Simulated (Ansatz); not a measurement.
C$_{4}$H$_{7}$Cl (`C[C@H]1C[C@@H]1Cl`). The species carries charge 0 and has multiplicity 1.

Z-matrix (Å, degrees):
```
C
C 1 1.501
H 1 1.093 2 111.0
H 1 1.093 2 111.3 3 -120.2
H 1 1.093 2 111.0 3 119.6
C 2 1.504 1 121.0 3 -35.5
C 2 1.489 1 120.0 3 35.1
H 2 1.085 1 115.5 3 178.8
H 6 1.082 2 117.9 1 -144.2
H 6 1.084 2 118.6 1 2.2
Cl 7 1.753 2 120.0 1 140.3
H 7 1.082 2 118.5 1 -1.7
```

(1) List the harmonic frequencies (cm⁻¹, unscaled) at PBE0-D4/def2-TZVP in Ansatz. (Best estimate.)

(2) Is this a minimum?

(3) Give the ideal-gas thermochemistry at 298.15 K and 1 bar (rigid rotor, harmonic oscillator; point group C1, symmetry number 1).

(4) And at 400, 500, 600, 800 and 1000 K?

Results:

(1) Ansatz gave: 195, 213, 268, 352, 419, 691, 810, 867, 912, 957, 1039, 1068, 1094, 1102, 1135, 1197, 1245, 1287, 1399, 1424, 1481, 1482, 1499, 3045, 3116, 3118, 3149, 3174, 3197, 3242.

(2) Yes, all 30 modes are real.

(3) Zero-point energy 264.2 kJ/mol; H(298) − E = 281.4 kJ/mol; entropy 314.3 J/(mol·K), of which translation 165.1, rotation 110.4, vibration 38.9; G(298) − E = 187.7 kJ/mol.

(4) 
```csv
T (K),H − E (kJ/mol),S (J/mol/K),G − E (kJ/mol)
400,292.0,344.6,154.2
500,304.8,373.2,118.3
600,319.7,400.2,79.6
800,354.3,449.7,-5.5
1000,393.6,493.6,-99.9
```
